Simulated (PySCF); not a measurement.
# `FCCl`, CH2ClF

Geometry (Å), atoms numbered from 1 in this order:
```xyz
5

F    -0.7180    1.1161   -0.2854
C    -0.0977   -0.0675   -0.0655
Cl    1.4193    0.1815    0.8053
H    -0.7365   -0.6982    0.5513
H     0.1402   -0.5298   -1.0225
```

Computed, not measured: PySCF 2.14.0, TDDFT CAM-B3LYP/aug-cc-pVTZ excited states, vertical, gas phase. Geometry: PBE0-D3(BJ)/def2-TZVP.

Question: How strongly do the lowest singlets absorb one photon, and two photons of half the energy?

Answer: δ for parallel linear polarisation; σ at the peak of a Lorentzian of half width 0.1 eV, single beam; Ω is circular over linear.
```csv
state,E (eV),f,photon λ (nm),δ (au),σ (GM),Ω,main
S1,7.41,0.001,335,0.8,0.02,1.50,"HOMO→LUMO+2 0.33, HOMO→LUMO 0.31"
S2,7.89,0.004,314,7.31,0.17,1.04,"HOMO−1→LUMO+2 0.33, HOMO−1→LUMO+4 0.29"
S3,7.92,0.017,313,25.6,0.59,1.50,"HOMO→LUMO 0.52, HOMO→LUMO+2 0.39"
S4,8.44,0.055,294,9.93,0.26,1.49,"HOMO−1→LUMO 0.51, HOMO−1→LUMO+2 0.43"
S5,8.73,0.001,284,4.15,0.12,1.50,HOMO→LUMO+3 0.80
S6,8.75,0.036,283,16,0.45,1.27,"HOMO→LUMO+1 0.89, HOMO→LUMO+7 0.08"
```

Among these, the strongest one-photon state is S4, the strongest two-photon state S3, with a dipole change of 2.4 D (relaxed, norm of the difference vector).
